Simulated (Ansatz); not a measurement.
## What a trial cell of YAl3Ag relaxes into

Method: Ansatz 0.2.0, DFT PBEsol, scalar-relativistic, plane waves, PAW. Cutoff 420 eV, Γ-centred k mesh, Gaussian smearing, no spin polarisation in the final step.

YAl3Ag was placed on the rhombohedral perovskite structure type (R-3c, No. 167), with Y in place of La, Ag in place of Al, Al in place of O, at a guessed volume.

```
CELL_PARAMETERS angstrom
3.16084 1.82491 5.15012
-3.16084 1.82491 5.15012
0.00000 -3.64982 5.15012
ATOMIC_POSITIONS crystal
Y 0.75000 0.75000 0.75000
Y 0.25000 0.25000 0.25000
Al 0.22500 0.27500 0.75000
Al 0.27500 0.75000 0.22500
Al 0.77500 0.72500 0.25000
Al 0.25000 0.77500 0.72500
Al 0.72500 0.25000 0.77500
Al 0.75000 0.22500 0.27500
Ag 0.50000 0.50000 0.50000
Ag 0.00000 0.00000 0.00000
```

Cell and atoms relax at zero pressure; the relaxation can't lower the symmetry of the start. After a coarse first stage the cell is made exact in the group found at 0.06 Å.

The zero of energy is the elements' standard structures at the same level; no fitted shifts are applied.

What does it relax into?

It keeps R-3c (No. 167), but not the shape of the type it started on. Conventional cell: a = 7.511 Å, c = 13.344 Å. Y has 9 Al at 3.11–3.17 Å and 2 Ag at 3.34 Å; Al has 2 Ag at 2.52 Å, 3 Y at 3.11–3.17 Å and 4 Al at 3.17 Å; Ag is coordinated by 6 Al at 2.52 Å.

Space group R-3c:H (No. 167). a = 7.511 Å, b = 7.511 Å, c = 13.344 Å, α = 90.00°, β = 90.00°, γ = 120.00°
```csv
atom,site,symmetry,x,y,z
Y,6a,32,0.3333,0.6667,0.4167
Al,18e,.2,0.0801,0.3333,0.0833
Ag,6b,-3.,0.3333,0.6667,0.1667
```

What are its volume, energy, density and gap?

The volume per atom is 21.73 Å³. The density is 4.24 g/cm³, the energy over the elements is 0.13 eV/atom and the gap on the 6×6×6 mesh is 0 eV (a metal).

The final run used a 6×6×6 mesh on its 10-atom cell and 0.10 eV smearing. For metals, differences of a few meV/atom aren't resolved. Symmetry constrained the relaxation, so the result can be a saddle point. The steps took about 50 core-seconds in all.

Cost: 3 runs of about 0.83 core-minutes in all, on AMD EPYC 9R45 (Zen 5) (shared hosts).